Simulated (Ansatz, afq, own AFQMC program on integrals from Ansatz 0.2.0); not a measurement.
AFQMC on a folder of integrals that Ansatz 0.2.0 wrote.

```yaml
crystal:
  periodic: [false, false, false]
  atoms:
    - {symbol: N, position_ang: [-0.140612, -0.031601, -0.049186]}
    - {symbol: H, position_ang: [-0.437892, 0.936233, -0.049186]}
    - {symbol: H, position_ang: [-0.437891, -0.433900, 0.831073]}
    - {symbol: H, position_ang: [0.947388, -0.031600, -0.049187]}
    - {symbol: H, position_ang: [1.882388, -0.031600, -0.049187]}
basis:
  gaussian: {orbitals: cc-pVTZ}
magnetization: {spin_polarized: true, initial_magnetization: 1}
correlation: {method: ccsd_t, electrons: outside_noble_gas, hamiltonian_folder: ham}
```

```sh
$ ansatz run in.yaml --threads 1 --pin off --events-out ev --progress --plain --max-ram 15360MiB --backend cuda --devices 0, --max-vram 18GiB
```

afq runs on the folder ham with

```
--method phaseless --trial cisd --walkers 1800 --populations 20 --least-time 60 --time-step 0.005 --steps-per-block 50 --equilibration-blocks 28 --max-blocks 4000 --target-error 0.00018 --factor-cut 1e-05 --start spin_pure --seed 4331 --release-times 0.24,0.51,0.99,1.62,2.4 --release-step 0.03 --release-every 3 --taylor-order 6
```

Times are imaginary, in 1/Eh. The walk had a cap of 243 s. With eight or more populations the least sampling time is a fifth of least-time, and the error comes from their spread.

afq prints:

```
orbitals 85  electrons 5 4  factors 474 of 474
reference energy -56.67758154 Eh
CCSD correlation -0.26112671 Eh in 11 cycles, weight of the determinant in the CISD state 0.9192
energy of the start -56.937908 Eh
 block  time / (1/Eh)  mean weight  energy / Eh
     1     0.250  1.0001  -56.938202
     2     0.500  0.9995  -56.941850
     3     0.750  0.9998  -56.943709
     4     1.000  0.9997  -56.945771
     5     1.250  1.0003  -56.946278
    12     3.000  0.9999  -56.947760
    19     4.750  1.0002  -56.947523
    26     6.500  0.9998  -56.947166
    33     8.250  1.0003  -56.946918
    40    10.000  1.0002  -56.946823
    45    11.250  0.9996  -56.945655
    47    11.750  1.0002  -56.946570
    54    13.500  0.9997  -56.948568
    61    15.250  0.9999  -56.948414
    68    17.000  1.0003  -56.948266
    75    18.750  1.0007  -56.946769
    78    19.500  1.0000  -56.949948
error from the spread of 20 populations
released: time / (1/Eh)  energy / Eh  error  mean overlap
  0.24  -56.948145  0.000183  0.9921
  0.51  -56.947927  0.000108  0.9856
  0.99  -56.947992  0.000144  0.9844
  1.62  -56.948061  0.000213  0.9758
  2.40  -56.948026  0.000321  0.9580
energy -56.947665 +/- 0.000171 Eh
(rows thinned)
```

The run passed its tests (sampling time, drift between the halves within three errors, error under three times the target), which doesn't prove that it has relaxed. The second half of the sampling lies below the first by 1.6 errors of their difference, so the energy may still be moving and its error bar be too small.

Against this walk (error 4.7 meV) on the same determinant: CCSD(T) 9.9 meV higher, CCSDT(Q) 10.0 meV lower. The error is statistical and leaves out the bias of the constraint. Released to 2.40 1/Eh the energy moves by -10 ± 10 meV (both errors), within twice the noise.

Cautions: constraint bias not in the error.

The walk took 46 s on 1 × NVIDIA H100 80GB HBM3 with 2 threads of AMD EPYC 7R13 Processor (Zen 3), on a shared host (the card was shared). The log's last line is the phaseless energy.

CCSDT and higher add their correlation energy to the determinant of the CCSD(T) run, since their own runs factorise the integrals more tightly (a shift of under 2 meV). A walk keeps the symmetry of its determinant, which the program's search chose and which needn't be the lowest solution, so a lower state of the same spin and another symmetry isn't excluded.
